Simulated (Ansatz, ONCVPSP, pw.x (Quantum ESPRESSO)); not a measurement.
pw.x on bcc W: one setting changed

Potential: optimised norm-conserving Vanderbilt (ONCV), ONCVPSP 4.0.1.1 (patched build), PBE; core [Kr] 4d10 4f14, reference 5s2 5p6 5d4 6s2; waves: 5s+6s: rc 1.68 bohr, ncon 3, nbas 7, qcut 7.6 1/bohr, 2 projectors; 5p: rc 1.64 bohr, ncon 3, nbas 6, qcut 9.7 1/bohr, 2 projectors, debl 1.4 Ha; 5d: rc 2.54 bohr, ncon 4, nbas 9, qcut 6.7 1/bohr, 1 projector; local part: polynomial inside 1.08 bohr (lpopt 2, dvloc0 0 Ha); core correction: none. In the p channel the program set the typed energies aside and used -1.588, 0.250 Ha.

The reference run (k-mesh 14³, cutoffs 80/320 Ry, Fermi–Dirac 0.01 Ry, mixing_beta 0.4, conv_thr 1e-9, no spin) gives -2.95 GPa at 16.130 Å³/atom, where all-electron LAPW gives 0.30 GPa. This run, with its own iteration cap, changes k-mesh points per axis to 8.

```
&control
  calculation='scf', prefix='x', pseudo_dir='./', outdir='./tmp', tstress=.true., disk_io='none'
/
&system
  ibrav=0, nat=1, ntyp=1, ecutwfc=80, ecutrho=320, nbnd=15,
  occupations='smearing', smearing='fd', degauss=0.01
/
&electrons
  conv_thr=1e-09, mixing_beta=0.4, electron_maxstep=60
/
ATOMIC_SPECIES
W 1.0 W.UPF
CELL_PARAMETERS angstrom
  -1.59168867 1.59168867 1.59168867
  1.59168867 -1.59168867 1.59168867
  1.59168867 1.59168867 -1.59168867
ATOMIC_POSITIONS crystal
W 0.0000 0.0000 0.0000
K_POINTS automatic
8 8 8 0 0 0
```

```bash
pw.x < W.scf.in > W.scf.out
```

Problem. How does the run end?

Solution. It converges in 7 iterations; the free energy moves by +3.0 meV/atom and the pressure by +0.34 GPa.

```
Message from routine setup:
     using ibrav=0 with symmetry is DISCOURAGED, use correct ibrav instead
     lattice parameter (alat)  =       5.2098  a.u.
     unit-cell volume          =     108.8506 (a.u.)^3
     number of electrons       =        14.00
     number of Kohn-Sham states=           15
     kinetic-energy cutoff     =      80.0000  Ry
     charge density cutoff     =     320.0000  Ry
     scf convergence threshold =      1.0E-09
     Exchange-correlation= PBE
     number of k points=    29  Fermi-Dirac smearing, width (Ry)=  0.0100
     iteration #  1     ecut=    80.00 Ry     beta= 0.40
     total energy              =    -136.59180565 Ry
     estimated scf accuracy    <       0.03932315 Ry
     iteration #  2     ecut=    80.00 Ry     beta= 0.40
     total energy              =    -136.59224442 Ry
     estimated scf accuracy    <       0.00661891 Ry
     iteration #  3     ecut=    80.00 Ry     beta= 0.40
     total energy              =    -136.59309351 Ry
     estimated scf accuracy    <       0.00041009 Ry
     iteration #  4     ecut=    80.00 Ry     beta= 0.40
     total energy              =    -136.59311345 Ry
     estimated scf accuracy    <       0.00000523 Ry
     iteration #  5     ecut=    80.00 Ry     beta= 0.40
     total energy              =    -136.59311518 Ry
     estimated scf accuracy    <       0.00000015 Ry
     iteration #  6     ecut=    80.00 Ry     beta= 0.40
     total energy              =    -136.59311521 Ry
     estimated scf accuracy    <          4.7E-09 Ry
     iteration #  7     ecut=    80.00 Ry     beta= 0.40
     the Fermi energy is    21.8925 ev
!    total energy              =    -136.59311521 Ry
     estimated scf accuracy    <          5.3E-10 Ry
     smearing contrib. (-TS)   =      -0.00172597 Ry
     The total energy is F=E-TS. E is the sum of the following terms:
     one-electron contribution =     -18.86764170 Ry
     hartree contribution      =      16.14459172 Ry
     xc contribution           =     -15.29719818 Ry
     ewald contribution        =    -118.57114108 Ry
     convergence has been achieved in   7 iterations
          total   stress  (Ry/bohr**3)                   (kbar)     P=      -26.12
     Message from routine punch:
     Nothing written, as per user request (disk_io='none')
```

The run took about 5.2 s on one core of a shared host (Intel(R) Xeon(R) Platinum 8488C, 96 threads, 372 GiB, load 42).
